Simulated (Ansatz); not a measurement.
**OH, doublet: the ladder up to full CI**

Geometry: a PBE0/def2-TZVP stationary point for this spin.

```yaml
atoms:
  - { symbol: O, position_ang: [0.0000, 0.0000, 0.0000] }
  - { symbol: H, position_ang: [0.0000, 0.0000, 0.9731] }
```

Basis cc-pVTZ; Ansatz 0.2.0. Correlated methods freeze the noble-gas cores, which leaves 7 electrons in 43 orbitals. Prefix R: restricted or restricted open-shell reference; prefix U: unrestricted. Active spaces: valence = (7e, 5o) chosen from the atoms' valence shells.

Full CI is exact within this basis and frozen core; it isn't the basis-set limit. The frozen core follows each run's orbitals, which can shift R against U totals by a few meV.

For open shells CISD and CISDTQ are restricted-active-space CI with the open shells as a complete middle space.

- UHF ⟨S²⟩: 0.756
- T1 diagnostic (RCCSD): 0.0123
- largest doubles amplitude (RCCSD): 0.048
- T1 diagnostic (UCCSD): 0.0071

```json
{"level": "UHF", "E − E(RHF) (eV)": "-0.1306"}
{"level": "RMP2", "E − E(RHF) (eV)": "-5.5764"}
{"level": "UMP2", "E − E(RHF) (eV)": "-5.5661"}
{"level": "RCCSD", "E − E(RHF) (eV)": "-5.9373"}
{"level": "UCCSD", "E − E(RHF) (eV)": "-5.9400"}
{"level": "RCCSD(T)", "E − E(RHF) (eV)": "-6.0778"}
{"level": "UCCSD(T)", "E − E(RHF) (eV)": "-6.0789"}
```

Question: Estimate how far full CI in cc-pVTZ lies from RCCSD(T). The table doesn't fix it; the size of (T) and the diagnostics are the guide.

Answer: Full CI in cc-pVTZ lies 1.2 kJ/mol below RCCSD(T), which is 9 % of the (T) step (-13.6 kJ/mol). The diagnostics are small and one determinant leads, so the series closes fast and only a small part of (T) is left.

The other levels:

```csv
level,E − E(full CI) (kJ/mol),share of correlation (%),wall time
CISD,31.3,94.67,0.78 s
BCCD(T),1.2,99.79,0.96 s
RCCSDT,0.4,99.92,–
UCCSDT,0.3,99.95,–
CISDTQ,0.6,99.89,5.5 s (H100)
RCCSDT(Q),0.0,100.00,17 s
UCCSDT(Q),-0.1,100.02,15 s
RCCSDTQ,0.0,100.00,9 s (H100)
UCCSDTQ,-0.1,100.02,9 s (H100)
CASSCF (valence space),522.1,11.15,–
NEVPT2 (valence space),76.2,87.04,0.24 s
MRCISD (valence space),24.9,95.77,–
MRCISD+Q (valence space),3.9,99.33,0.54 s
```

The correlation energy at full CI, counted from RHF, is -6.090 eV. That run took 38 s on 5 threads of AMD EPYC 7R13 with a whole H100 80 GB, shared host over 380,752,620 determinants.

Times hold each run's SCF and search for its determinant on a shared host, so for small cases they say little of a method's own cost; rows without a card ran on 1 thread of AMD EPYC 7R13.

The full-CI state has the irrep B2 of C2v, in the program's axes (one component, if the state is degenerate).

Natural occupations of full CI about the gap: 1.977 1.966 1.958 0.993 0.030 0.019 0.011 0.008 0.006 0.006; effectively unpaired electrons, Σ n²(2−n)², 1.02.

Atomization energy (electronic, same basis, no zero-point term; atoms at the same level, unrestricted beside the R rows where the molecule is a closed shell, with restricted open-shell steps beyond CCSDT(Q)) at full CI: 431.0 kJ/mol. Errors of other levels:

| level | error (kJ/mol) |
| --- | --- |
| RHF | -145.2 |
| UHF | -148.6 |
| RMP2 | 0.5 |
| UMP2 | 0.0 |
| CISD | -16.4 |
| RCCSD | -6.1 |
| UCCSD | -6.3 |
| RCCSD(T) | -0.4 |
| UCCSD(T) | -0.6 |
| BCCD(T) | -0.4 |
| RCCSDT | -0.4 |
| UCCSDT | -0.5 |
| CISDTQ | -0.5 |
| RCCSDT(Q) | -0.1 |
| UCCSDT(Q) | -0.2 |
| CASSCF (valence space) | -79.7 |
| NEVPT2 (valence space) | 1.8 |
| MRCISD (valence space) | -7.9 |
| MRCISD+Q (valence space) | -2.7 |

This basis is far from its limit, so the value isn't to be set against a measured one. Truncated CI isn't size-consistent, which counts against it in atomization.
